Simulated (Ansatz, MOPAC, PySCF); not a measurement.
Constitutional and geometric isomers with formula C3H6. Gas-phase values, no solvent. Strings in code marks are SMILES.

Quantity: electronic energy of isomers of C3H6 relative to `C=CC`, in kJ/mol. Semi-empirical values (MOPAC) are differences of heats of formation.

Level 1: frozen-core CCSD(T)/cc-pVQZ // B3LYP-D3(BJ)/def2-TZVP (Ansatz, an electronic-structure program)
Level 2: PBE-D3(BJ)/def2-TZVP // B3LYP-D3(BJ)/def2-TZVP (PySCF)
Level 3: frozen-core MP2/6-31G* // B3LYP-D3(BJ)/def2-TZVP (PySCF)
Level 4: AM1 // B3LYP-D3(BJ)/def2-TZVP (MOPAC)

```
species  level 2  level 3  level 4
-------  -------  -------  -------
`C1CC1`    22.43    17.08     46.7
```

Q: What does level 1 give for each?

A: 
- `C1CC1`: 31.79
